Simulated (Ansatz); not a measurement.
A made-up structure of BH$_{2}$S$_{2}$ (charge -1), singlet:

S1  (-1.375, -1.214, 1.002)
B2  (-0.588, -0.027, -0.312)
S3  (1.363, 0.725, -0.272)
H4  (-1.202, 0.463, -1.421)
H5  (1.802, 0.054, 1.003)
(Å)

It is relaxed with PBE-D4/def2-SVPD and then PBE0-D4/def2-TZVPD (Ansatz 0.2.0). Atoms count as bonded within 1.22 times the sum of their covalent radii (H–H: 0.88 Å). The end point is not checked to be a true minimum.

**Question.** Does its bonding change? (A judgement: the text doesn't fix the answer.)

**Answer.** By the calculation: No: no bond forms or breaks.

Where it ends: The first stage lowers the energy by 0.99 eV in 5 steps. It ends as BH₂S₂ ([S][BH][SH]), total charge -1:
S1  (-1.227, -1.084, 0.895)
B2  (-0.525, -0.024, -0.279)
S3  (1.217, 0.647, -0.243)
H4  (-1.073, 0.413, -1.269)
H5  (1.608, 0.048, 0.896)
(Å)

Labels in which every atom is bracketed show which atoms are joined, not bond orders.

For scale, one of the runs: PBE0-D4/def2-TZVPD relaxation, 147 basis functions, launched by `ansatz run in.yaml --threads 2 --pin off --events-out ev --progress --plain --max-ram 4352MiB`. Hardware: 2 CPU threads of an Arm Neoverse V2, shared host. Wall time about 14 s.
